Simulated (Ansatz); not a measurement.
**SiHCl+ (quartet): wave-function methods side by side, def2-QZVPP**

An exercise on one series of results from a longer session: the logs are not shown, and one member is left open.

Method: def2-QZVPP, core rule «outside noble gas», up to 10 orbitals frozen; program: Ansatz 0.2.0, Gaussian basis.

To be run: UHF; ROHF; CCSD(T) on UHF.

2 further runs of the same task are left out: 2 set aside as unsound or not needed.

### The geometry

The geometry is a PBE0/def2-TZVP stationary point (not a proven minimum) of the parent state, kept for this charge and spin.

3 atoms, charge 1, spin multiplicity 4.

Atoms are counted from 1 here; the program's logs count them from 0.

Bond lengths: Si1–Cl2 2.048 Å, Si1–H3 1.491 Å. Angles: Cl2–Si1–H3 115.5°.

As a file:

```
Si    0.0000   -0.0971    1.1106
Cl    0.0000    0.0428   -0.9322
H     0.0000    1.2019    1.8432
```

Set-up of the first run:

File in.yaml:

```yaml
crystal:
  periodic: [false, false, false]
  atoms:
    - {symbol: Si, position_ang: [0.000000, -0.097122, 1.110575]}
    - {symbol: Cl, position_ang: [0.000000, 0.042769, -0.932187]}
    - {symbol: H, position_ang: [0.000000, 1.201899, 1.843159]}
basis:
  gaussian: {orbitals: "def2-QZVPP.json"}
total_charge: 1
magnetization: {spin_polarized: true, initial_magnetization: 3}
hamiltonian: {xc: hf}
output: {orbitals: {seedname: orbitals}}
```

Started as:

```console
$ ansatz run in.yaml --threads 1 --pin off --events-out ev --progress --plain --max-ram 2393MiB
```

Steps of the session up to this table: UHF; ROHF; CCSD(T) on UHF.

One table of the session follows, with a row left open; its other results are not shown here.

It belongs to the step «Misses and costs». 

| method | from UCCSD(T) (kJ/mol) |
| --- | --- |
| ROHF | ? |
| UHF | +760.7 |
| UMP2 | +122.5 |
| UCCSD | +29.5 |
| UCCSD(T) | 0 |

Q: Estimate the row for ROHF from the others.

As computed: from UCCSD(T) (kJ/mol): +782.0. In the column «from UCCSD(T) (kJ/mol)» it is the highest.
